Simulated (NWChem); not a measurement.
# [NO2]+ (SMILES O=[N+]=O), run twice

Aim: the energy of [NO2]+ at PBE0/x2c-TZVPall-2c (sfX2C).

The calculation is run with NWChem 7.3.0.

4 further runs of the same task are left out: 1 that didn't finish, 3 set aside as unsound or not needed.

## Step 1: The molecule

[NO2]+: 3 atoms, total charge +1, spin state singlet. As SMILES, `O=[N+]=O`. The shape is that of a GFN2-xTB optimisation.

Bond lengths: O1–N2 1.091 Å, N2–O3 1.091 Å. Angles: O1–N2–O3 180.0°.

## Step 2: The input as first written

Input file run.nw:

```
start run
title "NO2"
memory 2200 mb
charge 1
geometry units angstrom noautosym nocenter noautoz
   O       -0.563200       0.911190      -0.206000
   N       -0.000010      -0.000010       0.000000
   O        0.563210      -0.911180       0.206000
end
basis spherical bse
   O library x2c-TZVPall-2c
   N library x2c-TZVPall-2c
end
relativistic
   x2c on
end
dft
   xc wb97xd
   mult 1
   grid xfine
   iterations 50
   print low
end
task dft
```

Started as:

```console
$ nwchem run.nw > run.out
```

Standard output:

```text
Northwest Computational Chemistry Package (NWChem) 7.3.0
             --------------------------------------------------------

           Job information
           ---------------

    nwchem branch   = 7.3.0
    use scalapack   = T
    input           = run.nw
    prefix          = run.
    data base       = ./run.db
    status          = startup
    nproc           =        1

           Memory information
           ------------------

    heap     =     72089596 doubles =      550.0 Mbytes
    stack    =     72089601 doubles =      550.0 Mbytes
    global   =    144179200 doubles =     1100.0 Mbytes (distinct from heap & stack)
    total    =    288358397 doubles =     2200.0 Mbytes
    verify   = yes
    hardfail = no

           Directory information
           ---------------------

  0 permanent = .
  0 scratch   = .

                                NWChem Input Module
                                -------------------

                                        NO2
                                        ---

 Scaling coordinates for geometry "geometry" by  1.889725989
 (inverse scale =  0.529177249)

                             Geometry "geometry" -> ""
                             -------------------------

 Output coordinates in angstroms (scale by  1.889725989 to convert to a.u.)

[... 14 lines left out ...]
            Nuclear Dipole moment (a.u.)
[... 147 lines left out ...]
 [xm11-l    ],
 [cm11-l    ],
 [mn12-l    ],
 [mn12-sx   ],
 [m06-sx    ],
 [mn15-l    ],
 [mn15      ],
 [sogga     ],
 [xsogga    ],
 [csogga    ],
 [sogga11   ],
 [xsogga11  ],
 [csogga11  ],
 [sogga11-x ],
 [xsogga11-x],
 [csogga11-x],
 [n12       ],
 [xn12      ],
 [cn12      ],
 [n12-sx    ],
 [xbnl07    ],
 [becke97-d ],
 [xcamb88   ],
 [xcampbe96 ],
 [mp2       ],
 [b2plyp    ],
 [xcamlsd   ],
 [xwpbe     ],
 [ssb-d     ],
 [kt1       ],
 [kt2       ],
 [bhlyp     ],
 [b3p86     ],
 [b3pw91    ],
 [pbe96     ],
 [dldf      ],
 [srhfexch  ],
 [hse03     ],
 [s12g      ],
 [s12h      ],
 [cam-s12g  ],
 [cam-s12h  ],
 [becke86b  ],
 [xperdew86 ],
 [xmvs15    ],
 [cvpbe09   ],
 [mvs       ],
 [hle16     ],
 [scan      ],
 [scanl     ],
 [scan0     ],
 [lb94      ],
 [rscan     ],
 [xncap     ],
 [ncap      ],
 [r2scan    ],
 [r2scanl   ],
 [xscan     ],
 [cscan     ],
 [hcth147@tz],
 [wb97      ],
 [wb97x     ],
 [wb97x-d3  ],
 [xr2scan   ],
 [cr2scan   ],
 [r2scan0   ],
 [ncapr     ],
 ------------------------------------------------------------------------
 xc_input: invalid format                   0
 ------------------------------------------------------------------------
 ------------------------------------------------------------------------
  current input line :
    18:    xc wb97xd
 ------------------------------------------------------------------------
 ------------------------------------------------------------------------
 There is an error in the input file
 ------------------------------------------------------------------------

0:xc_input: invalid format:Received an Error in Communication
  Errorcode: -1
```

It took 0.57 s on 1 thread of AMD EPYC 7B13 (Zen 3), shared host; peak memory 0.074 GiB.

## Step 3: What went wrong

The job stopped with an error part of the way.

The telling line is `xc_input: invalid format                   0`. The fault: the input names a functional that the program doesn't know.

## Step 4: Second attempt

Input file run.nw:

```
start run
memory 2200 mb
charge 1

geometry noautosym nocenter noautoz
  O       -0.563200       0.911190      -0.206000
  N       -0.000010      -0.000010       0.000000
  O        0.563210      -0.911180       0.206000
end

basis spherical bse
  O library x2c-TZVPall-2c
  N library x2c-TZVPall-2c
end

relativistic
  x2c on
end

dft
  xc pbe0
  mult 1
  grid xfine
  noprint "final vectors analysis"
end

task dft energy
```

Started as:

```console
$ nwchem run.nw > run.out
```

Standard output:

```text
[...]
          Wavefunction type:  closed shell.
          No. of atoms     :     3
          No. of electrons :    22
[...]
          Charge           :     1
          Spin multiplicity:     1
[...]
          AO basis - number of functions:    93
[...]
              XC Information
              --------------
                         PBE0 Method XC Functional
                     Hartree-Fock (Exact) Exchange  0.250
          PerdewBurkeErnzerhof Exchange Functional  0.750
            Perdew 1991 LDA Correlation Functional  1.000 local
           PerdewBurkeErnz. Correlation Functional  1.000 non-local
[...]
 d= 0,ls=0.0,diis     1   -204.6136550145 -2.74D+02  1.35D-02  1.84D+00     1.9
[...]
 d= 0,ls=0.0,diis     6   -204.7350077250 -9.24D-08  6.75D-06  1.46D-06     8.9
         Total DFT energy =     -204.735007725020
      One electron energy =     -409.328342594221
           Coulomb energy =      158.233852442308
    Exchange-Corr. energy =      -23.497451996068
 Nuclear repulsion energy =       69.856934422961
[...]
```

Run time: 9.6 s. Hardware: 1 thread of AMD EPYC 7B13 (Zen 3), shared host; peak memory 0.13 GiB.

## Step 5: Results

At PBE0/x2c-TZVPall-2c (sfX2C):

```
    quantity          value
total energy  -204.73501 Eh
```
